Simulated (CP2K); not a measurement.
# CH3BF (SMILES C[B]F): levels of theory compared

We compute a comparison of 6 runs (UHF/STO-3G, UHF/def2-SVP, U-r2SCAN/def2-SVP, UBLYP/pcseg-1, UPBE0/def2-SVP, UTPSS/6-31G**) of CH3BF. 

Program for the calculation: CP2K 2026.2.

### 1 The system as given

The species is CH3BF (6 atoms), meant as a doublet with charge 0. SMILES: `C[B]F`. The coordinates come from a PBE0-D4/def2-TZVP relaxation.

Bond lengths: C1–B2 1.554 Å, B2–F3 1.311 Å, C1–H4 1.094 Å, C1–H5 1.095 Å, C1–H6 1.094 Å. Angles: C1–B2–F3 123.9°, B2–C1–H4 109.5°, B2–C1–H5 112.9°, B2–C1–H6 109.7°, H4–C1–H5 109.3°, H4–C1–H6 105.8°, H5–C1–H6 109.3°.

### 2 Energy and forces at UHF/STO-3G (run 1)

Input file molecule.xyz:

```xyz
6

C     -0.303700     0.310500    -0.173700
B      0.287400    -1.067600     0.235500
F      1.486600    -1.228900     0.739300
H     -1.223500     0.495700     0.389500
H      0.393200     1.138600    -0.009600
H     -0.597900     0.287900    -1.227200
```

Input file run.inp:

```
&GLOBAL
   PROJECT_NAME run
   RUN_TYPE ENERGY_FORCE
   PRINT_LEVEL MEDIUM
&END GLOBAL

&FORCE_EVAL
   METHOD QS
   &DFT
      BASIS_SET_FILE_NAME ./sto_3g.basis
      POTENTIAL_FILE_NAME POTENTIAL
      MULTIPLICITY 2
      UKS T
      &QS
         METHOD GAPW
         EPS_DEFAULT 1.0E-10
      &END QS
      # plane-wave cutoff in Ry
      &MGRID
         CUTOFF 280
         REL_CUTOFF 50
         NGRIDS 4
      &END MGRID
      # no periodic images
      &POISSON
         PERIODIC NONE
         POISSON_SOLVER MULTIPOLE
      &END POISSON
      # self-consistent field
      &SCF
         SCF_GUESS ATOMIC
         EPS_SCF 1.0E-06
         MAX_SCF 50
         &OT
            MINIMIZER DIIS
            PRECONDITIONER FULL_ALL
         &END OT
         &OUTER_SCF
            EPS_SCF 1.0E-06
            MAX_SCF 8
         &END OUTER_SCF
      &END SCF
      &XC
         &XC_FUNCTIONAL NONE
         &END XC_FUNCTIONAL
         # exact exchange
         &HF
            FRACTION 1
            &SCREENING
               EPS_SCHWARZ 1.0E-10
            &END SCREENING
            &MEMORY
               MAX_MEMORY 1050
            &END MEMORY
         &END HF
      &END XC
      &PRINT
         &MOMENTS
            PERIODIC F
            REFERENCE COM
            MAX_MOMENT 1
         &END MOMENTS
         &MO_CUBES
            NLUMO 3
            NHOMO -1
            WRITE_CUBE F
         &END MO_CUBES
         &LOWDIN ON
         &END LOWDIN
         &HIRSHFELD OFF
         &END HIRSHFELD
      &END PRINT
   &END DFT
   # structure
   &SUBSYS
      # vacuum box
      &CELL
         ABC 9.7 9.4 9
         PERIODIC NONE
      &END CELL
      &TOPOLOGY
         COORD_FILE_NAME molecule.xyz
         COORD_FILE_FORMAT XYZ
         &CENTER_COORDINATES
         &END CENTER_COORDINATES
      &END TOPOLOGY
      &KIND C
         BASIS_SET STO-3G
         POTENTIAL ALL
         LEBEDEV_GRID 194
         RADIAL_GRID 100
      &END KIND
      &KIND B
         BASIS_SET STO-3G
         POTENTIAL ALL
         LEBEDEV_GRID 194
         RADIAL_GRID 100
      &END KIND
      &KIND F
         BASIS_SET STO-3G
         POTENTIAL ALL
         LEBEDEV_GRID 194
         RADIAL_GRID 100
      &END KIND
      &KIND H
         BASIS_SET STO-3G
         POTENTIAL ALL
         LEBEDEV_GRID 194
         RADIAL_GRID 100
      &END KIND
   &END SUBSYS
   &PRINT
      &FORCES ON
      &END FORCES
   &END PRINT
&END FORCE_EVAL
```

Launch:

```bash
OMP_NUM_THREADS=1 cp2k.psmp -i run.inp > run.out 2>&1
```

The program printed:

```text
CP2K| version string:                                       CP2K version 2026.2
[...]
 GLOBAL| Method name                                                        CP2K
[...]
 GLOBAL| Run type                                                   ENERGY_FORCE
[...]
 DFT| Spin unrestricted (spin-polarized) Kohn-Sham calculation               UKS
 DFT| Multiplicity                                                             2
[...]
 DFT| Charge                                                                   0
[...]
 QS| Method:                                                                GAPW
[...]
 QS| Density cutoff [a.u.]:                                                140.0
[...]
 QS| Relative density cutoff [a.u.]:                                        25.0
[...]
                             - Atoms:                                          6
[...]
                             - Spherical basis functions:                     18
[...]
 Number of electrons:                                                         12
[...]
     1 OT DIIS     0.15E+00    1.0     0.26088896      -154.9314995966 -1.55E+02
[...]
    14 OT DIIS     0.15E+00    0.7     0.00000067      -161.5452383194 -1.12E-09
  *** SCF run converged in    14 steps ***
[...]
  Overlap energy of the core charge distribution:               0.00000993967005
  Self energy of the core charge distribution:               -154.15989598926450
  Core Hamiltonian energy:                                    -14.92179115439157
  Hartree energy:                                              44.71176377278029
  Exchange-correlation energy:                                  0.00000000000000
  Hartree-Fock Exchange energy:                               -20.50973586105996
[...]
 HOMO - LUMO gap [eV] :   20.331388
[...]
 ENERGY| Total FORCE_EVAL ( QS ) energy [hartree]           -161.545238319378200
[...]
```

Wall time 48 s (1 thread of Intel Xeon Platinum 8259CL at 2.50GHz (Skylake/Cascade Lake), shared host); peak memory 0.52 GiB.

### 3 Energy and gradient at UHF/def2-SVP (run 2)

Input file run.inp:

```
&GLOBAL
   PROJECT run
   RUN_TYPE ENERGY_FORCE
   PRINT_LEVEL MEDIUM
&END GLOBAL

&FORCE_EVAL
   METHOD Quickstep
   &DFT
      BASIS_SET_FILE_NAME ./def2_svp.basis
      POTENTIAL_FILE_NAME POTENTIAL
      MULTIPLICITY 2
      UNRESTRICTED_KOHN_SHAM T
      &QS
         METHOD GAPW
         EPS_DEFAULT 1.0E-10
      &END QS
      ! real-space grids
      &MGRID
         CUTOFF 280
         REL_CUTOFF 50
         NGRIDS 4
      &END MGRID
      ! no periodic images
      &POISSON
         PERIODIC NONE
         POISSON_SOLVER MULTIPOLE
      &END POISSON
      ! self-consistent field
      &SCF
         SCF_GUESS ATOMIC
         EPS_SCF 1.0E-06
         MAX_SCF 50
         &OT
            MINIMIZER DIIS
            PRECONDITIONER FULL_SINGLE_INVERSE
         &END OT
         &OUTER_SCF
            EPS_SCF 1.0E-06
            MAX_SCF 8
         &END OUTER_SCF
      &END SCF
      &XC
         &XC_FUNCTIONAL NONE
         &END XC_FUNCTIONAL
         ! exact exchange
         &HF
            FRACTION 1
            &SCREENING
               EPS_SCHWARZ 1.0E-10
            &END SCREENING
            &MEMORY
               MAX_MEMORY 1050
            &END MEMORY
         &END HF
      &END XC
      ! extra output
      &PRINT
         &MOMENTS
            PERIODIC F
            REFERENCE COM
            MAX_MOMENT 1
         &END MOMENTS
         &MO_CUBES
            NLUMO 3
            NHOMO -1
            WRITE_CUBE F
         &END MO_CUBES
         &LOWDIN ON
         &END LOWDIN
         &HIRSHFELD OFF
         &END HIRSHFELD
      &END PRINT
   &END DFT
   ! structure
   &SUBSYS
      ! vacuum box
      &CELL
         ABC 9.7 9.4 9
         PERIODIC NONE
      &END CELL
      &COORD
         C      4.414750     5.055650     4.570250
         B      5.005850     3.677550     4.979450
         F      6.205050     3.516250     5.483250
         H      3.494950     5.240850     5.133450
         H      5.111650     5.883750     4.734350
         H      4.120550     5.033050     3.516750
      &END COORD
      &KIND C
         BASIS_SET def2-SVP
         POTENTIAL ALL
         LEBEDEV_GRID 194
         RADIAL_GRID 100
      &END KIND
      &KIND B
         BASIS_SET def2-SVP
         POTENTIAL ALL
         LEBEDEV_GRID 194
         RADIAL_GRID 100
      &END KIND
      &KIND F
         BASIS_SET def2-SVP
         POTENTIAL ALL
         LEBEDEV_GRID 194
         RADIAL_GRID 100
      &END KIND
      &KIND H
         BASIS_SET def2-SVP
         POTENTIAL ALL
         LEBEDEV_GRID 194
         RADIAL_GRID 100
      &END KIND
   &END SUBSYS
   &PRINT
      &FORCES ON
      &END FORCES
   &END PRINT
&END FORCE_EVAL
```

Launch:

```bash
OMP_NUM_THREADS=1 cp2k.psmp -i run.inp -o run.out
```

The program printed:

```text
CP2K| version string:                                       CP2K version 2026.2
[...]
 GLOBAL| Method name                                                        CP2K
[...]
 GLOBAL| Run type                                                   ENERGY_FORCE
[...]
 DFT| Spin unrestricted (spin-polarized) Kohn-Sham calculation               UKS
 DFT| Multiplicity                                                             2
[...]
 DFT| Charge                                                                   0
[...]
 QS| Method:                                                                GAPW
[...]
 QS| Density cutoff [a.u.]:                                                140.0
[...]
 QS| Relative density cutoff [a.u.]:                                        25.0
[...]
                             - Atoms:                                          6
[...]
                             - Spherical basis functions:                     57
[...]
 Number of electrons:                                                         12
[...]
     1 OT DIIS     0.80E-01    3.1     0.41617765      -145.6057651681 -1.46E+02
[...]
    44 OT DIIS     0.80E-01    0.8     0.00000089      -163.6112172630 -6.80E-11
  *** SCF run converged in    44 steps ***
[...]
  Overlap energy of the core charge distribution:               0.00000993967005
  Self energy of the core charge distribution:               -154.15989598926450
  Core Hamiltonian energy:                                    -16.91773369336011
  Hartree energy:                                              41.15400768961725
  Exchange-correlation energy:                                  0.00000000000000
  Hartree-Fock Exchange energy:                               -20.23377553104928
[...]
 HOMO - LUMO gap [eV] :   17.223319
[...]
 ENERGY| Total FORCE_EVAL ( QS ) energy [hartree]           -163.611217263052708
[...]
```

Wall time 2 min (1 thread of Intel Xeon Platinum 8259CL at 2.50GHz (Skylake/Cascade Lake), shared host); peak memory 0.53 GiB.

### 4 Energy and forces at U-r2SCAN/def2-SVP (run 3)

Input file molecule.inp:

```
&GLOBAL
   PROJECT molecule
   RUN_TYPE ENERGY_FORCE
   PRINT_LEVEL MEDIUM
&END GLOBAL
&FORCE_EVAL
   METHOD QS
   &DFT
      BASIS_SET_FILE_NAME ./def2_svp.basis
      POTENTIAL_FILE_NAME POTENTIAL
      CHARGE 0
      MULTIPLICITY 2
      LSD T
      ! Quickstep
      &QS
         METHOD GAPW
         EPS_DEFAULT 1.0E-10
      &END QS
      ! plane-wave cutoff in Ry
      &MGRID
         CUTOFF 280
         REL_CUTOFF 50
         NGRIDS 4
      &END MGRID
      ! cluster boundary conditions
      &POISSON
         PERIODIC NONE
         POISSON_SOLVER MULTIPOLE
      &END POISSON
      ! SCF settings
      &SCF
         SCF_GUESS ATOMIC
         EPS_SCF 1.0E-06
         MAX_SCF 50
         &OT ON
            MINIMIZER DIIS
            PRECONDITIONER FULL_SINGLE_INVERSE
         &END OT
         &OUTER_SCF
            EPS_SCF 1.0E-06
            MAX_SCF 8
         &END OUTER_SCF
      &END SCF
      &XC
         &XC_FUNCTIONAL
            &MGGA_X_R2SCAN
            &END MGGA_X_R2SCAN
            &MGGA_C_R2SCAN
            &END MGGA_C_R2SCAN
         &END XC_FUNCTIONAL
      &END XC
      &PRINT
         &MOMENTS
            PERIODIC F
            REFERENCE COM
            MAX_MOMENT 1
         &END MOMENTS
         &MO_CUBES
            NLUMO 5
            NHOMO -1
            WRITE_CUBE F
         &END MO_CUBES
         &LOWDIN ON
         &END LOWDIN
         &HIRSHFELD OFF
         &END HIRSHFELD
      &END PRINT
   &END DFT
   ! atoms, cell and kinds
   &SUBSYS
      ! box in angstrom
      &CELL
         ABC [angstrom] 9.7 9.4 9
         PERIODIC NONE
      &END CELL
      &COORD
         C     -0.303700     0.310500    -0.173700
         B      0.287400    -1.067600     0.235500
         F      1.486600    -1.228900     0.739300
         H     -1.223500     0.495700     0.389500
         H      0.393200     1.138600    -0.009600
         H     -0.597900     0.287900    -1.227200
      &END COORD
      &TOPOLOGY
         &CENTER_COORDINATES
         &END CENTER_COORDINATES
      &END TOPOLOGY
      &KIND C
         BASIS_SET def2-SVP
         POTENTIAL ALL
         LEBEDEV_GRID 194
         RADIAL_GRID 100
      &END KIND
      &KIND B
         BASIS_SET def2-SVP
         POTENTIAL ALL
         LEBEDEV_GRID 194
         RADIAL_GRID 100
      &END KIND
      &KIND F
         BASIS_SET def2-SVP
         POTENTIAL ALL
         LEBEDEV_GRID 194
         RADIAL_GRID 100
      &END KIND
      &KIND H
         BASIS_SET def2-SVP
         POTENTIAL ALL
         LEBEDEV_GRID 194
         RADIAL_GRID 100
      &END KIND
   &END SUBSYS
   ! extra output
   &PRINT
      &FORCES ON
      &END FORCES
   &END PRINT
&END FORCE_EVAL
```

Launch:

```bash
OMP_NUM_THREADS=1 cp2k.psmp -i molecule.inp > molecule.out 2>&1
```

The program printed:

```text
CP2K| version string:                                       CP2K version 2026.2
[...]
 GLOBAL| Method name                                                        CP2K
[...]
 GLOBAL| Run type                                                   ENERGY_FORCE
[...]
 DFT| Spin unrestricted (spin-polarized) Kohn-Sham calculation               UKS
 DFT| Multiplicity                                                             2
[...]
 DFT| Charge                                                                   0
[...]
 FUNCTIONAL| MGGA_X_R2SCAN:
[...]
 FUNCTIONAL| MGGA_C_R2SCAN:
[...]
 QS| Method:                                                                GAPW
[...]
 QS| Density cutoff [a.u.]:                                                140.0
[...]
 QS| Relative density cutoff [a.u.]:                                        25.0
[...]
                             - Atoms:                                          6
[...]
                             - Spherical basis functions:                     57
[...]
 Number of electrons:                                                         12
[...]
     1 OT DIIS     0.80E-01    3.8     0.40921349      -147.4264428193 -1.47E+02
[...]
    39 OT DIIS     0.80E-01    4.4     0.00000064      -164.3770382467 -8.81E-13
  *** SCF run converged in    39 steps ***
[...]
  Overlap energy of the core charge distribution:               0.00000993967005
  Self energy of the core charge distribution:               -154.15989598926450
  Core Hamiltonian energy:                                    -16.87637201706658
  Hartree energy:                                              41.04480644512127
  Exchange-correlation energy:                                 -7.69235928544031
[...]
 HOMO - LUMO gap [eV] :    8.046815
[...]
 ENERGY| Total FORCE_EVAL ( QS ) energy [hartree]           -164.377038246696742
[...]
```

It took 14 min on 1 thread of Intel Xeon Platinum 8259CL at 2.50GHz (Skylake/Cascade Lake), shared host; peak memory 0.69 GiB.

Runs 4 to 5 aren't shown in full; the table further down has their settings and results.

### 5 Energy and gradient at UTPSS/6-31G(d,p) (spherical functions) (run 6)

Input file molecule.inp:

```
&global
  project molecule
  run_type ENERGY_FORCE
  print_level MEDIUM
&end global

&force_eval
  method QS
  &dft
    basis_set_file_name ./6_31gss.basis
    potential_file_name POTENTIAL
    multiplicity 2
    spin_polarized T
    &qs
      method GAPW
      eps_default 1.0E-10
    &end qs
    ! plane-wave cutoff in Ry
    &mgrid
      cutoff 280
      rel_cutoff 50
      ngrids 4
    &end mgrid
    ! no periodic images
    &poisson
      periodic NONE
      poisson_solver MULTIPOLE
    &end poisson
    ! self-consistent field
    &scf
      scf_guess ATOMIC
      eps_scf 1.0E-07
      max_scf 150
      added_mos 3
      &diagonalization
        algorithm STANDARD
      &end diagonalization
      &mixing
        method DIRECT_P_MIXING
        alpha 0.4
      &end mixing
    &end scf
    ! functional
    &xc
      &xc_functional
        &mgga_x_tpss
        &end mgga_x_tpss
        &mgga_c_tpss
        &end mgga_c_tpss
      &end xc_functional
    &end xc
    ! extra output
    &print
      &moments
        periodic F
        reference COM
        max_moment 1
      &end moments
      &mo ON
        energies T
        occupation_numbers T
        ndigits 6
        &each
          qs_scf 0
        &end each
        add_last NUMERIC
      &end mo
      &lowdin ON
      &end lowdin
      &hirshfeld OFF
      &end hirshfeld
      &mo_molden ON
        ndigits 8
      &end mo_molden
    &end print
  &end dft
  ! atoms, cell and kinds
  &subsys
    ! box in angstrom
    &cell
      abc 9.7 9.4 9
      periodic NONE
    &end cell
    &coord
      C     -0.303700     0.310500    -0.173700
      B      0.287400    -1.067600     0.235500
      F      1.486600    -1.228900     0.739300
      H     -1.223500     0.495700     0.389500
      H      0.393200     1.138600    -0.009600
      H     -0.597900     0.287900    -1.227200
    &end coord
    &topology
      &center_coordinates
      &end center_coordinates
    &end topology
    &kind C
      basis_set 6-31Gss
      potential ALL
      lebedev_grid 194
      radial_grid 100
    &end kind
    &kind B
      basis_set 6-31Gss
      potential ALL
      lebedev_grid 194
      radial_grid 100
    &end kind
    &kind F
      basis_set 6-31Gss
      potential ALL
      lebedev_grid 194
      radial_grid 100
    &end kind
    &kind H
      basis_set 6-31Gss
      potential ALL
      lebedev_grid 194
      radial_grid 100
    &end kind
  &end subsys
  ! extra output
  &print
    &forces ON
    &end forces
  &end print
&end force_eval
```

Launch:

```bash
OMP_NUM_THREADS=1 cp2k.psmp -i molecule.inp > molecule.out 2>&1
```

The program printed:

```text
CP2K| version string:                                       CP2K version 2026.2
[...]
 GLOBAL| Method name                                                        CP2K
[...]
 GLOBAL| Run type                                                   ENERGY_FORCE
[...]
 DFT| Spin unrestricted (spin-polarized) Kohn-Sham calculation               UKS
 DFT| Multiplicity                                                             2
[...]
 DFT| Charge                                                                   0
[...]
 FUNCTIONAL| MGGA_X_TPSS:
[...]
 FUNCTIONAL| MGGA_C_TPSS:
[...]
 QS| Method:                                                                GAPW
[...]
 QS| Density cutoff [a.u.]:                                                140.0
[...]
 QS| Relative density cutoff [a.u.]:                                        25.0
[...]
                             - Atoms:                                          6
[...]
                             - Spherical basis functions:                     57
[...]
 Number of electrons:                                                         12
[...]
     1 P_Mix/Diag. 0.40E+00    4.5     0.40386413      -164.8564227243 -1.65E+02
[...]
    19 DIIS/Diag.  0.59E-07    5.0     0.00000001      -164.6033862311 -2.84E-13
  *** SCF run converged in    19 steps ***
[...]
  Overlap energy of the core charge distribution:               0.00000993967005
  Self energy of the core charge distribution:               -154.15989598926450
  Core Hamiltonian energy:                                    -16.87711626254448
  Hartree energy:                                              40.92741033316506
  Exchange-correlation energy:                                 -7.68832095955133
[...]
  Ideal and single determinant S**2 :                    0.750000       0.751579
[...]
 ENERGY| Total FORCE_EVAL ( QS ) energy [hartree]           -164.603386231128496
[...]
```

Wall time 100 s (1 thread of Intel Xeon Platinum 8259CL at 2.50GHz (Skylake/Cascade Lake), shared host); peak memory 0.69 GiB.

### 6 Overview of the runs

| run | level | ot preconditioner | virtuals after ot | energy (Eh) | dipole moment (D) | HOMO energy (eV) | LUMO energy (eV) | wall time |
| --- | --- | --- | --- | --- | --- | --- | --- | --- |
| 1 | UHF/STO-3G | FULL_ALL | 3 | -161.545238 | 0.48 | -6.81 | 7.95 | 48 s |
| 2 | UHF/def2-SVP | FULL_SINGLE_INVERSE | 3 | -163.611217 | 1.41 | -9.29 | 2.89 | 2 min |
| 3 | U-r2SCAN/def2-SVP | FULL_SINGLE_INVERSE | 5 | -164.377038 | 1.38 | -4.65 | -1.32 | 14 min |
| 4 | UBLYP/pcseg-1 | FULL_ALL | 1 | -164.512093 | 1.33 | -4.14 | -2.13 | 2.4 min |
| 5 | UPBE0/def2-SVP | – | – | -164.281319 | 1.40 | -5.61 | -0.90 | 67 s |
| 6 | UTPSS/6-31G** (spherical functions) | – | – | -164.603386 | 1.15 | -4.11 | -1.43 | 100 s |

### 7 What came out

| quantity | value |
| --- | --- |
| run 6: total energy | -164.60339 Eh |
| run 6: dipole moment | 1.15 D |
| run 6: HOMO energy (highest over α and β) | -4.11 eV |
| run 6: LUMO energy (lowest over α and β) | -1.43 eV |
| run 6: ⟨S²⟩ | 0.752 |
| run 6: largest force on an atom | 0.872 eV/Å |

What this shows: The dipole moment (its size) runs from 0.48 D (UHF/STO-3G) to 1.41 D (UHF/def2-SVP). Totals of different functionals can't be ranked against each other. In run 1 the basis is minimal, so the values are rough. All runs together took 22 min, the longest 14 min.
